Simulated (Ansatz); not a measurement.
The input, for Ansatz 0.2.0:

```yaml
crystal:
  periodic: [false, false, false]
  atoms:
    - {symbol: H, position_ang: [-2.068025, 0.049803, 0.000000]}
    - {symbol: H, position_ang: [-0.900025, 0.049803, 0.000000]}
    - {symbol: O, position_ang: [0.160975, 0.049803, 0.000000]}
    - {symbol: H, position_ang: [0.412834, -0.890147, 0.000000]}
basis:
  gaussian: {orbitals: 6-31G}
magnetization: {spin_polarized: true, initial_magnetization: 1}
correlation: {method: ccsdt_q, electrons: outside_noble_gas}
```

```sh
$ ansatz run in.yaml --threads 1 --pin off --events-out ev --progress --plain --max-ram 2393MiB
```

Q: Roughly how long does this take on 1 thread of Arm Neoverse V1, shared host, and how much host memory?

A: 2 s wall and 0.13 GiB.

```
269 factors; integrals over basis functions are off by at most 2.3e-8 eV
mean field evaluation 1: about -2078.3282 eV, gradient 2.1e1 eV
mean field evaluation 2: about -2078.3302 eV, gradient 2.1e1 eV
mean field evaluation 4: about -2080.4299 eV, gradient 2.1e0 eV
mean field evaluation 8: about -2080.4904 eV, gradient 1.1e-3 eV
mean field evaluation 16: about -2080.4248 eV, gradient 2.1e0 eV
mean field evaluation 32: about -2080.4808 eV, gradient 7.0e-1 eV
mean field evaluation 64: about -2077.8360 eV, gradient 8.7e-6 eV
mean field -2080.49040664 eV, -76.4566122368 hartree, gradient 2.5e-6 eV, S^2 0.767148; 3 other end points of the search recorded, 0 dependent functions left out
determinant -2080.49040664 eV, -76.4566122368 hartree, with singles and doubles -2084.34747238 eV, -76.5983567886 hartree
determinant -2077.83598632 eV, -76.3590640895 hartree, with singles and doubles -2081.16401797 eV, -76.4813669967 hartree
1 core orbitals not correlated: weight in the atoms' cores, before any rotation towards them, 1.000 or more for the frozen orbitals, at most 0.000 for the correlated occupied ones
reference -2080.49040664 eV, -76.4566122368 hartree; 5, 4 occupied and 9, 10 virtual orbitals, 269 factors
second order -3.62493789 eV of doubles, -0.00000000 eV of singles
cycle   1  -3.68616217 eV  change   -6.1e-2 eV  update   4.7e-2
cycle   2  -3.84118558 eV  change   -1.6e-1 eV  update   1.9e-2
cycle   3  -3.89693736 eV  change   -5.6e-2 eV  update   1.0e-2
cycle   4  -3.89757899 eV  change   -6.4e-4 eV  update   4.0e-3
cycle   5  -3.89752692 eV  change    5.2e-5 eV  update   2.4e-3
cycle   6  -3.89816892 eV  change   -6.4e-4 eV  update   1.1e-3
cycle   7  -3.89849599 eV  change   -3.3e-4 eV  update   5.3e-4
cycle   8  -3.89861558 eV  change   -1.2e-4 eV  update   2.1e-4
cycle   9  -3.89859961 eV  change    1.6e-5 eV  update   7.3e-5
cycle  10  -3.89856947 eV  change    3.0e-5 eV  update   3.4e-5
cycle  11  -3.89858055 eV  change   -1.1e-5 eV  update   1.6e-5
cycle  12  -3.89857958 eV  change    9.7e-7 eV  update   6.4e-6
cycle  13  -3.89858268 eV  change   -3.1e-6 eV  update   2.9e-6
cycle  14  -3.89858326 eV  change   -5.7e-7 eV  update   1.1e-6
perturbative correction -0.01417583 eV, -0.0005209521 hartree
Total energy: -2084.40316572 eV, -76.6004034810 hartree
```

For the same geometry and basis full CI lies 0.5 meV higher.
